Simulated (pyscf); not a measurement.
`[CH3][Be][TeH]` + `[CH4]` → `[CH3][Be][CH3]` + `[TeH2]` (four-centre exchange; singlet surface; Be–Te, C–H broken, Be–C, H–Te formed). Optimised with ωB97X-D3(BJ)/def2-SVP in PySCF. Energies in eV from the separated reactants.

```json
[
 {"level": "ωB97X-D3(BJ)/def2-TZVP", "barrier": "1.69", "reaction energy": "+1.24"},
 {"level": "PBE/def2-TZVP", "barrier": "1.40", "reaction energy": "+1.13"},
 {"level": "B3LYP-D3(BJ)/def2-TZVP", "barrier": "[?]", "reaction energy": "+1.13"},
 {"level": "M06-2X/def2-TZVP", "barrier": "[?]", "reaction energy": "[?]"},
 {"level": "ωB97M-D3(BJ)/def2-TZVP", "barrier": "1.68", "reaction energy": "+1.09"},
 {"level": "HF/def2-TZVP", "barrier": "2.58", "reaction energy": "+1.23"}
]
```

Q: Complete the blanks.

A: 
- B3LYP-D3(BJ)/def2-TZVP, barrier: 1.58
- M06-2X/def2-TZVP, barrier: 1.66
- M06-2X/def2-TZVP, reaction energy: +1.15

The functionals in the table span 0.29 eV in this barrier, from PBE to ωB97X-D3(BJ)/def2-TZVP. On the product side the descent ends in an adduct with a Be–Te contact (not fully relaxed), 0.24 eV under the separated species and 0.69 eV under the saddle at ωB97X-D3(BJ)/def2-TZVP. What is counted as broken (Be–Te) persists as a longer contact in the product adduct; parting that adduct is a step of its own. At the saddle there is also a short Be–H contact that neither side keeps. One saddle was located; it need not be the lowest between these sides. Elements past Kr carry the def2 core potentials, without spin-orbit coupling.
